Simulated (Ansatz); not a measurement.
Ansatz results at the PBE0-D4/def2-TZVP geometry: size of the dipole moment (PBE/def2-TZVPP) 1.61 D; HOMO energy (ωB97M-V/def2-TZVPP) -10.83 eV; size of the dipole moment (ωB97M-V/def2-TZVPP) 1.70 D.

Each molecule was computed in one conformer, which needn't be the lowest.

Problem. Which molecule gave them?
A. `C#COC=O`
B. `NCCO`
C. `C#CC(=O)O`
D. `CC(=O)OC(C)C`

Solution. C. The others give `C#COC=O`: 1.36, -10.16, 1.45; `NCCO`: 0.79, -9.18, 0.88; `CC(=O)OC(C)C`: 1.91, -10.29, 1.94.
